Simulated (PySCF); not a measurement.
Species: cyclo-(PH)4.
Bonds: P1–P2, P1–P4, P2–P3, P3–P4. Hydrogens: H5 on P1; H6 on P2; H7 on P3; H8 on P4.

Theory: PBE0-D3(BJ)/def2-SVP geometry optimisation, gas phase (PySCF).

Question: What internal coordinates does the optimisation give?

Answer: 
```
                  bond  length (Å)
          P1–P2, P2–P3       2.265
          P1–P4, P3–P4       2.251
P1–H5 and 3 like bonds       1.433
```

Bonds in one row agree within 0.01 Å and their mean is given. A selection of angles:
```
   angle  degrees
P2–P1–P4     83.9
P2–P1–H5     97.5
P1–P2–P3     80.6
P1–P2–H6     94.6
P1–P4–H8     98.6
```

Dihedral angles: P4–P1–P2–P3 -40° (synclinal); P2–P1–P4–P3 40° (synclinal); P1–P2–P3–P4 40° (synclinal); P2–P3–P4–P1 -40° (synclinal).

P1 (phosphorus bonded to 2 P and H) is pyramidal (angles 98.5°, 97.5° and 83.9°, sum 279.9°, 0.98 Å off the plane of its three neighbours).

Point group: Cs (tolerance 0.08 Å). Not checked by PBE0-D3(BJ)/def2-SVP frequencies. One conformer, not necessarily the lowest.

On one thread, x86-64 server, shared host, this took 27 s. This is the geometry optimisation.
